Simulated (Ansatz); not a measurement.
**The nitrogen atom (quartet): from Hartree-Fock to the top rungs, aug-cc-pVTZ**

Aim: climb from Hartree-Fock through coupled cluster and multireference methods for the nitrogen atom (quartet) at one geometry and basis, and see what each rung misses.

Method: aug-cc-pVTZ, core rule «outside noble gas», up to 1 orbitals frozen; program: Ansatz 0.2.0, Gaussian basis.

Plan: UHF; CCSD(T) on ROHF; CCSD(T) on UHF; BCCD(T) on ROHF; CISD; CCSDT(Q) on ROHF; CCSDT(Q) on UHF; CASSCF and MRCISD+Q, 5 electrons in 4 orbitals; CASSCF and MRCISD+Q(relaxed), 5 electrons in 4 orbitals; CASSCF and NEVPT4(SD), 5 electrons in 4 orbitals; CASSCF and NEVPT2, 5 electrons in 4 orbitals.

**1. The atom**

A free atom, in its lowest state of this spin that the program finds.

1 atom, charge 0, spin multiplicity 4.

**2. UHF**

in.yaml reads:

```yaml
crystal:
  periodic: [false, false, false]
  atoms:
    - {symbol: N, position_ang: [0.000000, 0.000000, 0.000000]}
basis:
  gaussian: {orbitals: aug-cc-pVTZ}
magnetization: {spin_polarized: true, initial_magnetization: 3}
hamiltonian: {xc: hf}
output: {orbitals: {seedname: orbitals}}
```

The run is started by

```sh
ansatz run in.yaml --threads 1 --pin off --events-out ev --progress --plain --max-ram 2393MiB
```

After this run come: CCSD(T) on ROHF; CCSD(T) on UHF; BCCD(T) on ROHF; CISD; CCSDT(Q) on ROHF; CCSDT(Q) on UHF; CASSCF and MRCISD+Q, 5 electrons in 4 orbitals; CASSCF and MRCISD+Q(relaxed), 5 electrons in 4 orbitals; CASSCF and NEVPT4(SD), 5 electrons in 4 orbitals; CASSCF and NEVPT2, 5 electrons in 4 orbitals.

Q: Predict the results of all the runs planned. Wanted: UCCSDT(Q) below the RHF energy; RMP2 from UCCSDT(Q); UMP2 from UCCSDT(Q); RCCSD from UCCSDT(Q); RCCSD(T) from UCCSDT(Q); UCCSD(T) from UCCSDT(Q); RCCSDT(Q) from UCCSDT(Q); NEVPT2 valence from UCCSDT(Q); NEVPT4(SD) valence from UCCSDT(Q).

**Answer**, as computed:

| quantity | value |
| --- | --- |
| UCCSDT(Q) below the RHF energy | -3.2580 eV |
| RMP2 from UCCSDT(Q) | +523.1 meV |
| UMP2 from UCCSDT(Q) | +508.6 meV |
| RCCSD from UCCSDT(Q) | +85.9 meV |
| RCCSD(T) from UCCSDT(Q) | +15.0 meV |
| UCCSD(T) from UCCSDT(Q) | +11.3 meV |
| RCCSDT(Q) from UCCSDT(Q) | +3.5 meV |
| NEVPT2 valence from UCCSDT(Q) | +581.3 meV |
| NEVPT4(SD) valence from UCCSDT(Q) | +37.5 meV |
| MRCISD+Q valence from UCCSDT(Q) | +1.1 meV |
| levels within 1 kcal/mol (43 meV) | RCCSD(T), UCCSD(T), BCCD(T), RCCSDT, UCCSDT, RCCSDT(Q), NEVPT4(SD) valence, MRCISD+Q valence, MRCISD+Q(relaxed) valence |
| T1 diagnostic | 0.015 |
| effectively unpaired electrons | 3.00 |

In words: RCCSD(T) misses by +15.0 meV, 0.5 % of the correlation energy. One determinant dominates. Of the multireference levels listed MRCISD+Q valence comes nearest in total energy (+1.1 meV), which doesn't show that its space is the better one. These misses are within one basis, not against nature; the frozen cores of restricted and unrestricted runs differ, which can shift their rows.
